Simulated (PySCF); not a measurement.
Simulated outer-valence photoelectron spectrum of `CC(F)=C=S`. Level of theory: EOM-IP-CCSD/aug-cc-pVDZ in PySCF, restricted Hartree–Fock reference, frozen core, non-relativistic, gas phase, PBE0-D3(BJ)/def2-SVP geometry.

Each root has a Gaussian of 0.3 eV full width with its one-hole share as area; cross sections and vibrations are left out, and the highest printed point is 100.

| ionisation energy (eV) | intensity |
| --- | --- |
| 8.0 | 2 |
| 8.2 | 31 |
| 8.4 | 52 |
| 8.6 | 8 |
| 8.8 | 0 |
| 9.0 | 0 |
| 9.2 | 0 |
| 9.4 | 0 |
| 9.6 | 0 |
| 9.8 | 0 |
| 10.0 | 0 |
| 10.2 | 0 |
| 10.4 | 0 |
| 10.6 | 0 |
| 10.8 | 0 |
| 11.0 | 0 |
| 11.2 | 0 |
| 11.4 | 0 |
| 11.6 | 3 |
| 11.8 | 43 |
| 12.0 | 70 |
| 12.2 | 54 |
| 12.4 | 8 |
| 12.6 | 0 |
| 12.8 | 0 |
| 13.0 | 0 |
| 13.2 | 1 |
| 13.4 | 26 |
| 13.6 | 54 |
| 13.8 | 10 |
| 14.0 | 0 |
| 14.2 | 1 |
| 14.4 | 27 |
| 14.6 | 100 |
| 14.8 | 48 |
| 15.0 | 3 |
| 15.2 | 22 |
| 15.4 | 54 |
| 15.6 | 11 |
| 15.8 | 0 |
| 16.0 | 0 |
| 16.2 | 0 |
| 16.4 | 1 |
| 16.6 | 20 |
| 16.8 | 55 |
| 17.0 | 13 |
| 17.2 | 0 |

Question: Where are the maxima, and how many lines lie under the curve?

Answer: 6 maxima, at 8.3, 12.0, 13.6, 14.6, 15.4 and 16.8 eV, from 8 lines. At this width some lines have no maximum of their own.

Question: List the lines with their holes.

Answer: 
```json
{"E (eV)": "8.34", "leading hole (HF orbital)": "HOMO", "area": "0.96", "Koopmans (eV)": "8.73"}
{"E (eV)": "11.90", "leading hole (HF orbital)": "HOMO-1", "area": "0.95", "Koopmans (eV)": "11.97"}
{"E (eV)": "12.15", "leading hole (HF orbital)": "HOMO-2", "area": "0.91", "Koopmans (eV)": "13.41"}
{"E (eV)": "13.56", "leading hole (HF orbital)": "HOMO-3", "area": "0.94", "Koopmans (eV)": "15.55"}
{"E (eV)": "14.57", "leading hole (HF orbital)": "HOMO-4", "area": "0.91", "Koopmans (eV)": "15.74"}
{"E (eV)": "14.68", "leading hole (HF orbital)": "HOMO-5", "area": "0.94", "Koopmans (eV)": "16.12"}
{"E (eV)": "15.37", "leading hole (HF orbital)": "HOMO-6", "area": "0.92", "Koopmans (eV)": "16.96"}
{"E (eV)": "16.78", "leading hole (HF orbital)": "HOMO-7", "area": "0.93", "Koopmans (eV)": "19.35"}
```

The widest gap, 3.56 eV, lies between 8.34 and 11.90 eV. Only orbitals with −ε under 21 eV, eight at most, were ionised, so the high end of the curve may lack lines.
